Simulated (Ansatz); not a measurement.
**LiC+ (singlet): wave-function methods side by side at distance C1–Li2 = 2.566 Å, aug-cc-pVTZ**

Aim: climb from Hartree-Fock through coupled cluster for LiC+ (singlet) at one geometry and basis, and see what each rung misses.

Computed with Ansatz 0.2.0, Gaussian basis. Level: aug-cc-pVTZ, core rule «outside noble gas», up to 2 orbitals frozen.

To be run: UHF; CCSD(T) on RHF; CCSD(T) on UHF; BCCD(T) on RHF; CCSDT(Q) on RHF; CCSDT(Q) on UHF; Full CI.

43 further runs of the same task are left out: 19 for a known fault of the program, 12 that didn't finish, 12 set aside as unsound or not needed.

## (1) The system

The geometry derives from a PBE0/def2-TZVP stationary point (not a proven minimum). One bond is set to the value named and the two fragments are kept rigid.

2 atoms, charge 1, spin multiplicity 1.

Atoms are counted from 1 here; the program's logs count them from 0.

No contacts short enough for the rule that draws bonds.

## (2) UHF

in.yaml

```yaml
crystal:
  periodic: [false, false, false]
  atoms:
    - {symbol: C, position_ang: [0.000000, 0.000000, 0.000000]}
    - {symbol: Li, position_ang: [0.000000, 0.000000, 2.566000]}
basis:
  gaussian: {orbitals: aug-cc-pVTZ}
total_charge: 1
magnetization: {spin_polarized: true, initial_magnetization: 0}
hamiltonian: {xc: hf}
output: {orbitals: {seedname: orbitals}}
```

Started as:

```bash
$ ansatz run in.yaml --threads 1 --pin off --events-out ev --progress --plain --max-ram 2393MiB
```

The runs that follow: CCSD(T) on RHF; CCSD(T) on UHF; BCCD(T) on RHF; CCSDT(Q) on RHF; CCSDT(Q) on UHF; Full CI.

Q: Predict the results of all the runs planned. Wanted: FCI from the RHF energy; RMP2 from FCI; RCCSD from FCI; RCCSD(T) from FCI; RCCSDT(Q) from FCI; T1 diagnostic; effectively unpaired electrons.

The runs gave:

```
                         quantity              value
          FCI from the RHF energy         -3.3585 eV
                    RMP2 from FCI    +23.16 kcal/mol
                   RCCSD from FCI     +3.51 kcal/mol
                RCCSD(T) from FCI     +1.29 kcal/mol
               RCCSDT(Q) from FCI     +0.36 kcal/mol
levels within 1 kcal/mol (43 meV)  RCCSDT, RCCSDT(Q)
                    T1 diagnostic              0.008
   effectively unpaired electrons               0.45
```

What this shows: RCCSD(T) misses by +1.29 kcal/mol, 1.7 % of the correlation energy. The occupations show some static correlation. These misses are within one basis, not against nature.

The restricted and unrestricted ladders end 1.02 eV apart at CCSDT(Q), so they describe two states, and rows of one don't measure the error of the other.
